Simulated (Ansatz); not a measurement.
Calculated with Ansatz (gas phase, PBE0-D4/def2-TZVP geometries, no zero-point term in ΔE). CCSD(T)/CBS is the MP2 limit (def2-TZVPP, def2-QZVPP) plus CCSD(T) − MP2 in def2-TZVPP, frozen cores. This one scheme is used for every species, atoms too. For atomizations the MP2-based limit and the directly extrapolated one differ by several kJ/mol either way, and by 10 to 25 for some Ge, Se and Sn compounds, so smaller differences from it don't rank the levels. No spin–orbit coupling; open shells (•) take unrestricted orbitals. Spin–orbit coupling would lower the free atoms: a little for C, O. Each species was taken in one conformer, which may not be the lowest.

`C/N=C(\O)OC` → 3 C• + 7 H• + N• + 2 O•  (atomization)

`C/N=C(\O)OC`:

```xyz
13

C    -1.181   -1.206   -0.969
N    -0.120   -0.328   -0.550
C    -0.181    0.160    0.613
O    -1.126   -0.030    1.548
O     0.734    0.980    1.113
C     1.814    1.291    0.247
H    -1.258   -2.110   -0.346
H    -2.165   -0.713   -0.975
H    -0.992   -1.543   -1.988
H    -1.791   -0.627    1.188
H     2.455    1.966    0.811
H     1.453    1.773   -0.662
H     2.358    0.387   -0.031
```

| species | HF/CBS(def2) energy (Eh) |
| --- | --- |
| `C/N=C(\O)OC` | -321.98892 |
| C• | -37.69379 |
| H• | -0.50000 |
| N• | -54.40461 |
| O• | -74.81904 |

Q: Work out ΔE.

A: ΔE = 7 × (-0.50000) + 3 × (-37.69379) + 2 × (-74.81904) + (-54.40461) − (-321.98892) = 1.36486 Eh = +856.5 kcal/mol. CCSD(T)/CBS gives +1238.5 kcal/mol.

Largest T1 diagnostic among the species: 0.012.

In def2-TZVPP, CCSD(T) changes the Hartree–Fock value by +349.6 kcal/mol (the triples alone add +22.6 kcal/mol) and MP2 by +377.2 kcal/mol; breaking electron pairs costs correlation energy, which Hartree–Fock lacks. From PBE to PBE0 (25 % exact exchange), in def2-TZVPP and without D4, ΔE moves by −34.2 kcal/mol: exact exchange takes away binding that semilocal exchange gives to molecules.
